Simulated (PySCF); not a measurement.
Neon: a sound run and one with changed settings

Sound run: Ne [Ne], Ne+ [He] 2s2 2p5. All numbers are calculated (PySCF 2.14, scalar relativity by spin-free X2C-1e, in cc-pVTZ-DK (4s3p2d1f, 30 functions)). In the sound run the correlated levels freeze 1s2. The sound run starts from symmetry-adapted Hartree-Fock orbitals and uses a fine grid where one is needed.

Changed run: initial guess sap, at most 50 SCF cycles.

```json
{"species": "Ne", "method": "UHF", "sound run (hartree)": "-128.66875", "changed run (hartree)": "-128.66875", "converged": "yes"}
{"species": "Ne", "method": "MN15", "sound run (hartree)": "-129.05006", "changed run (hartree)": "-129.05006", "converged": "yes"}
{"species": "Ne", "method": "CCSD(T)", "sound run (hartree)": "-128.93963", "changed run (hartree)": "-128.93963", "converged": "yes"}
{"species": "Ne+", "method": "M06-2X", "sound run (hartree)": "-128.27660", "changed run (hartree)": "-128.27660", "converged": "yes"}
{"species": "Ne+", "method": "MP2", "sound run (hartree)": "-128.14355", "changed run (hartree)": "-128.14355", "converged": "yes"}
```

Here the plain start reaches the same solutions.
